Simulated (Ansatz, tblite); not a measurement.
# WO3: spin states and exact exchange

Aim: set other spin states of WO3 against its singlet, on many levels of theory.

Computed with Ansatz 0.2.0, Gaussian basis. Level: as each input shows.

The runs, in order: triplet, at the geometry of the singlet (GFN1-xTB, GFN2-xTB, PBE0-D4/def2-TZVP, PBE-D4/def2-TZVP, r2SCAN-D4/def2-TZVP); the singlet's energies come from earlier runs.

### 1 The relaxed structure

The singlet was relaxed beforehand with PBE-D4/def2-TZVP.

4 atoms, charge 0, spin multiplicity 1.

Bond lengths: W1–O2 1.737 Å, W1–O3 1.737 Å, W1–O4 1.737 Å. Angles: O2–W1–O3 106.2°, O2–W1–O4 106.2°, O3–W1–O4 106.2°.

Geometry (Å):

```tsv
atom	x (Å)	y (Å)	z (Å)
W1	-0.00397	0.00362	0.50042
O2	1.60451	-0.02756	-0.15391
O3	-0.77736	1.40038	-0.18312
O4	-0.82318	-1.37643	-0.16340
```

Formally the metal is d0. W takes a core potential in the def2 sets. No spin-orbit coupling is included.

### 2 Triplet at the fixed geometry, GFN1-xTB

Tight binding, by tblite at 300 K electronic temperature and without a spin-polarisation term:

```python
tblite.interface.Calculator('GFN1-xTB', numbers, positions, charge=0, uhf=2).singlepoint()
```

Energy -443.8423 eV; 0.004 s.

### 3 Triplet at the fixed geometry, GFN2-xTB

Tight binding, by tblite at 300 K electronic temperature and without a spin-polarisation term:

```python
tblite.interface.Calculator('GFN2-xTB', numbers, positions, charge=0, uhf=2).singlepoint()
```

Energy -394.4848 eV; 0.005 s.

### 4 Triplet at the fixed geometry, PBE0-D4/def2-TZVP

in.yaml

```yaml
crystal:
  periodic: [false, false, false]
  atoms:
    - {symbol: W, position_ang: [-0.003970, 0.003621, 0.500421]}
    - {symbol: O, position_ang: [1.604508, -0.027564, -0.153909]}
    - {symbol: O, position_ang: [-0.777362, 1.400385, -0.183120]}
    - {symbol: O, position_ang: [-0.823177, -1.376432, -0.163401]}
basis:
  gaussian: {orbitals: def2-TZVP}
magnetization: {spin_polarized: true, initial_magnetization: 2}
hamiltonian: {xc: pbe0, dispersion: d4}
scf: {omitted_lower_state_checks: [starts]}
output: {orbitals: {seedname: orbitals}}
```

Launch:

```console
$ ansatz run in.yaml --threads 4 --pin off --events-out ev --progress --plain --max-ram 3916MiB
```

Log:

```text
Functional definition: PBE0
  name "PBE0"
  cite "Adamo & Barone, J. Chem. Phys. 110, 6158 (1999) doi:10.1063/1.478522"
  cite "Perdew, Burke & Ernzerhof, Phys. Rev. Lett. 77, 3865 (1996) doi:10.1103/PhysRevLett.77.3865"
  parent pbe
  parameter a = 0.25
  parameter kappa = 0.804
  parameter beta = 0.06672455060314922
  exchange = (1 - a)*pbe_x(kappa = kappa, mu = beta*pi^2/3) + a*exact_x
  correlation = pbe_c(beta = beta)
these checks for a lower state are left out or cut short: starts
853 factors; their error is unknown
mean field evaluation 1: about -7949.5674 eV, gradient 6.1e1 eV
mean field evaluation 2: about -7811.9705 eV, gradient 2.0e2 eV
mean field evaluation 4: about -7961.7886 eV, gradient 1.5e1 eV
mean field evaluation 8: about -7962.6009 eV, gradient 9.1e-2 eV
mean field evaluation 16: about -7962.6282 eV, gradient 3.5e-3 eV
mean field evaluation 32: about -7962.6282 eV, gradient 1.8e-4 eV
mean field -7962.62820144 eV, -292.6211891395 hartree, gradient 8.5e-6 eV, S^2 2.040816; 0 other end points of the search recorded, 0 dependent functions left out
reference -7962.62823175 eV, -292.6211902535 hartree; 20, 18 occupied and 113, 115 virtual orbitals, 853 factors
Total energy: -7962.70159595 eV, -292.6238863383 hartree
Checks for a lower state left out: starts
```

Wall time 10 s (4 threads of Arm Neoverse N1, shared host).

Report: HOMO -7.08 eV, LUMO -7.00 eV (over both spins); ⟨S²⟩ 2.041 (pure: 2.00).

### 5 Triplet at the fixed geometry, PBE-D4/def2-TZVP

start.molden holds the orbitals of an earlier run on this state, given as this run's starting guess.

Edit in.yaml of step 4 so:

```diff
@@ -8,5 +8,5 @@
 basis:
-  gaussian: {orbitals: def2-TZVP}
+  gaussian: {orbitals: def2-TZVP, initial_orbitals: start.molden}
 magnetization: {spin_polarized: true, initial_magnetization: 2}
-hamiltonian: {xc: pbe0, dispersion: d4}
+hamiltonian: {xc: pbe, dispersion: d4}
 scf: {omitted_lower_state_checks: [starts]}
```

Launched as before.

Log:

```text
Functional definition: PBE
  name "PBE"
  cite "Perdew, Burke & Ernzerhof, Phys. Rev. Lett. 77, 3865 (1996) doi:10.1103/PhysRevLett.77.3865"
  parent pbe
  parameter kappa = 0.804
  parameter beta = 0.06672455060314922
  exchange = pbe_x(kappa = kappa, mu = beta*pi^2/3)
  correlation = pbe_c(beta = beta)
these checks for a lower state are left out or cut short: starts
777 factors; their error is unknown
mean field evaluation 1: about -7965.2520 eV, gradient 7.0e0 eV
mean field evaluation 2: about -7965.4404 eV, gradient 2.3e-1 eV
mean field evaluation 4: about -7965.4374 eV, gradient 5.3e-2 eV
mean field evaluation 8: about -7965.4374 eV, gradient 1.2e-5 eV
mean field -7965.43740445 eV, -292.7244254460 hartree, gradient 1.2e-5 eV, S^2 2.008826; 0 other end points of the search recorded, 0 dependent functions left out
reference -7965.43744774 eV, -292.7244270371 hartree; 20, 18 occupied and 113, 115 virtual orbitals, 777 factors
Total energy: -7965.52522274 eV, -292.7276527089 hartree
Checks for a lower state left out: starts
```

It took 2.5 s on 4 threads of Arm Neoverse N1, shared host.

From the report: HOMO -5.71 eV, LUMO -7.95 eV (over both spins; with the spin held, an empty level of the minority spin lies below the top filled one); ⟨S²⟩ 2.009 (pure: 2.00).

### 6 Triplet at the fixed geometry, r2SCAN-D4/def2-TZVP

Edit in.yaml of step 5 so:

```diff
@@ -10,3 +10,3 @@
 magnetization: {spin_polarized: true, initial_magnetization: 2}
-hamiltonian: {xc: pbe, dispersion: d4}
+hamiltonian: {xc: r2scan, dispersion: d4}
 scf: {omitted_lower_state_checks: [starts]}
```

The command is unchanged.

Log:

```text
Functional definition: r2SCAN
  name "r2SCAN"
  cite "Furness, Kaplan, Ning, Perdew & Sun, J. Phys. Chem. Lett. 11, 8208 (2020) doi:10.1021/acs.jpclett.0c02405"
  cite "Furness, Kaplan, Ning, Perdew & Sun, J. Phys. Chem. Lett. 11, 9248 (2020) doi:10.1021/acs.jpclett.0c03077"
  parent r2scan
  parameter k0 = 0.174
  parameter k1 = 0.065
  parameter a1 = 4.9479
  exchange = r2scan_x(k0 = k0, k1 = k1, a1 = a1)
  correlation = r2scan_c
these checks for a lower state are left out or cut short: starts
777 factors; their error is unknown
mean field evaluation 1: about -7968.1665 eV, gradient 3.8e0 eV
mean field evaluation 2: about -7968.2315 eV, gradient 8.7e-2 eV
mean field evaluation 4: about -7968.2292 eV, gradient 2.4e-4 eV
mean field evaluation 8: about -7968.2292 eV, gradient 1.4e-5 eV
mean field -7968.22918199 eV, -292.8270213783 hartree, gradient 1.5e-5 eV, S^2 2.022248; 0 other end points of the search recorded, 0 dependent functions left out
reference -7968.22919706 eV, -292.8270219323 hartree; 20, 18 occupied and 113, 115 virtual orbitals, 777 factors
Total energy: -7968.24773052 eV, -292.8277030242 hartree
Checks for a lower state left out: starts
```

It took 8 s on 4 threads of Arm Neoverse N1, shared host.

Report: HOMO -6.16 eV, LUMO -7.84 eV (over both spins; with the spin held, an empty level of the minority spin lies below the top filled one); ⟨S²⟩ 2.022 (pure: 2.00).

### 7 Triplet less singlet, vertical

The singlet's energies are those of its earlier runs, whose logs aren't repeated here.

```tsv
level	triplet less singlet, vertical (kJ/mol)	time
GFN1-xTB	+437.6	0.009 s
GFN2-xTB	+216.2	0.01 s
PBE-D4/def2-TZVP	+182.7	3.9 s
r2SCAN-D4/def2-TZVP	+170.4	11 s
PBE0-D4/def2-TZVP	+180.2	12 s
```

Times add the two runs; a level without a time comes out of a correlated run. Tight binding without a spin term can't rank spin states.

### 8 Outcome

| quantity | value |
| --- | --- |
| triplet less singlet, vertical, functionals in def2-TZVP | +170.4 (r2SCAN-D4) to +182.7 kJ/mol (PBE-D4) |

**Reading.** All functionals put the triplet above the singlet, over a spread of 12.3 kJ/mol. The checks for a lower triplet were left out, so another state of that spin may lie lower. The singlet here is a closed shell; an open-shell singlet can lie lower. These are electronic energies, without zero-point motion, entropy or surroundings. Spin-orbit coupling is left out too; for so heavy a metal it can shift spin gaps by tenths of an eV.
